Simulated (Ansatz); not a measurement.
`CC/N=C\F` + H₂ → `C=NCC` + H–F  (hydrogenolysis of a C–F bond)

Isolated molecules relaxed with PBE0-D4/def2-TZVP in Ansatz; ΔE leaves out vibrations. CCSD(T)/CBS is the MP2 limit (def2-TZVPP, def2-QZVPP) plus CCSD(T) − MP2 in def2-TZVPP, frozen cores. This one scheme is used for every species. Functionals use def2-TZVPP. Each species was taken in one conformer, which may not be the lowest.

CCSD(T)/CBS gives -62.6 kJ/mol.

Task: Another level gave -41.2 kJ/mol. Which?
A. LDA (SPW92)/def2-TZVPP
B. BLYP/def2-TZVPP
C. BHLYP/def2-TZVPP
D. r2SCAN0-D4/def2-TZVPP

Result: B. BLYP -41.2, r2SCAN0-D4 -47.5, LDA (SPW92) -34.9, BHLYP -54.7 kJ/mol.

Largest T1 diagnostic among the species: 0.012.

From PBE to PBE0 (25 % exact exchange), in def2-TZVPP and without D4, ΔE moves by −9.1 kJ/mol. At CCSD(T), def2-SVP lies +18.7 kJ/mol from the extrapolated value and def2-TZVPP +3.9 kJ/mol. Leaving LDA and LC-ωPBE aside and taking each functional with its dispersion term where it has one, the values, not all of them listed here, spread over 18.0 kJ/mol, from PBE-QIDH to r2SCAN-D4. LDA lies +6.5 kJ/mol from PBE without D4.

CCSD(T)/CBS has its own doubt, a few kJ/mol and more with outer-core shells, so smaller differences from it don't rank the levels.
